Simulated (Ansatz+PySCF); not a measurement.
doublet C₃H₂N: levels of theory in one basis

```
atom   x (Å)    y (Å)    z (Å)
   C  0.0000  -0.0007  -1.1017
   C  0.0000   0.1858   0.1877
   C  0.0000   0.0289   1.5136
   N  0.0000  -0.0463   2.7369
   H  0.0000  -1.0015  -1.5357
   H  0.0000   0.8337  -1.8007
```

Basis set: cc-pVTZ (spherical functions). Left uncorrelated: 4 orbitals. Correlation on ROHF uses semicanonical orbitals with singles. Charge 0, multiplicity 2.

Computed with Ansatz (development build ahead of 0.2.0) and PySCF 2.14.0; each method stands on the lowest determinant of its kind that the runs found.

```csv
method,E − E(ROHF) (eV),<S²> of the determinant
ROHF,0.00,0.75
UHF,-1.04,1.55
ROHF-MP2,-17.74,–
ROHF-CCSD(T),-19.03,–
```

What does UHF-MP2 give on the same scale?

-16.26 eV.

Caution for ROHF, ROHF-MP2, ROHF-CCSD(T): an unrestricted determinant lies well below. Caution for UHF, UHF-MP2: the unrestricted determinant is spin contaminated. Caution for ROHF-MP2, UHF-MP2: forces differ strongly between restricted and unrestricted references.
